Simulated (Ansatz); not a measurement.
## Zinc-blende HgTe

Computed with PBE+SOC in Ansatz (plane waves, PAW).

Run with plane-wave cutoff 520 eV, 20×20×20 k mesh, Fermi–Dirac smearing 0.05 eV, PAW data made under PBE.

Cell (relaxed at this level):

```cif
data_Hg4Te4
_chemical_formula_sum 'Hg4 Te4'
_space_group_name_H-M_alt 'F-43m'
_space_group_IT_number 216
_space_group_name_Hall 'F -4 2 3'
_cell_length_a 6.62859
_cell_length_b 6.62859
_cell_length_c 6.62859
_cell_angle_alpha 90.000
_cell_angle_beta 90.000
_cell_angle_gamma 90.000
loop_
_atom_site_label
_atom_site_type_symbol
_atom_site_symmetry_multiplicity
_atom_site_Wyckoff_symbol
_atom_site_fract_x
_atom_site_fract_y
_atom_site_fract_z
_atom_site_occupancy
Hg1 Hg 4 a 0.00000 0.00000 0.00000 1
Te1 Te 4 c 0.25000 0.25000 0.25000 1
```
(The calculation used a cell of 2 atoms; values per cell refer to that cell.)

For zinc-blende HgTe, the elastic constant C11 is 45.0 GPa and the elastic constant C12 is 29.6 GPa. The elastic constant C44 is 19.6 GPa and the voigt–Reuss–Hill bulk modulus is 34.7 GPa. The voigt–Reuss–Hill shear modulus (Hill average) is 13.5 GPa.

Measured, for comparison: elastic constant C11 53.6 GPa, elastic constant C12 36.6 GPa, elastic constant C44 21.2 GPa (temperature not stated, not corrected to a static lattice; as tabulated in Oses et al. (2018), arXiv:1811.08464). Computed (rounded) less measured: elastic constant C11 -16 %, elastic constant C12 -19 %, elastic constant C44 -8 %.

Note: the solid has no gap at this level, which affects its response.

Elastic constants are with the ions relaxed.

Computing time: around 3 core-hours (rough).

Ansatz is an electronic-structure program.
